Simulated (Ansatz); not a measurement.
A nudged elastic band was laid between two geometries of H2O + H4Si (8 atoms, charge 0, multiplicity 1).

These are results of RKS revPBE-D4/def2-SVPD in Ansatz, not measurements.

```yaml
movable_images: 6
climbing_image: no
spring: 5.0 eV/Å²
optimiser: quadratic models (default)
start_path: through a guess of the saddle point
force_threshold: 0.05 eV/Å
iteration_limit: 60
end_points: relaxed
```

Image 0:

```xyz
8
Properties=species:S:1:pos:R:3
Si 0.486 0.057 -0.173
H 0.530 -0.019 1.326
H 1.902 0.041 -0.686
H -0.178 1.324 -0.618
H -0.230 -1.140 -0.729
O -2.524 0.025 0.991
H -2.889 -0.832 0.711
H -2.360 -0.085 1.943
```

Image 7:

```xyz
8
Properties=species:S:1:pos:R:3
Si -0.379 -0.158 -0.600
H -0.208 0.897 2.918
H 0.753 -0.910 0.046
H -0.151 1.317 -0.497
H -0.471 -0.577 -2.044
O -1.850 -0.436 0.213
H -2.173 -1.352 0.212
H -0.783 0.590 2.516
```

**Question.** What changes between the two ends?

**Answer.** Bonds broken: Si1–H2, O6–H8. Bonds formed: Si1–O6, H2–H8. H2O + H4Si becomes H2 + H4OSi.

**Question.** What energy profile does the band end with?

**Answer.** The run converged. The highest image is number 3 of 0 to 7, 1.15 eV above the first end and 1.45 eV above the last; the last end lies 0.30 eV below the first. No image climbed, so the highest image needn't sit at the top of the path. The orbitals stay closed-shell, which can raise the energy where a bond breaks towards radicals; this wasn't checked here.

```
image  path coordinate (Å)  energy (eV)  Si1–H2 (Å)  O6–H8 (Å)  Si1–O6 (Å)
    0                 0.00         0.00        1.50       0.97        3.23
    1                 0.73         0.03        1.50       0.97        3.20
    2                 1.46         0.25        1.52       0.98        2.80
    3                 2.19         1.15        1.63       1.03        2.20
    4                 2.92         1.11        2.02       1.52        1.84
    5                 3.65         0.02        2.56       1.99        1.72
    6                 4.38        -0.28        3.18       2.46        1.71
    7                 5.11        -0.30        3.68       2.74        1.70
```

**Question.** What is the geometry of the highest image?

**Answer.** 
```xyz
8
Properties=species:S:1:pos:R:3:forces:R:3
Si -0.058 0.064 -0.095 0.56 0.20 0.24
H -0.001 0.345 1.514 0.18 -0.22 -0.59
H 1.364 -0.382 -0.056 0.53 0.05 -0.36
H -0.232 1.445 -0.640 0.08 0.05 -0.07
H -0.646 -0.918 -1.120 0.00 0.08 0.48
O -2.048 -0.133 0.816 -0.31 0.19 0.45
H -2.281 -1.082 0.786 -0.01 0.06 0.22
H -1.361 0.031 1.559 -1.03 -0.42 -0.38
```

The band took 25 iterations and roughly 5 core-minutes.

The run took 2.5 min on 2 threads of Arm Neoverse V2, on a shared host, peak memory 0.14 GiB.
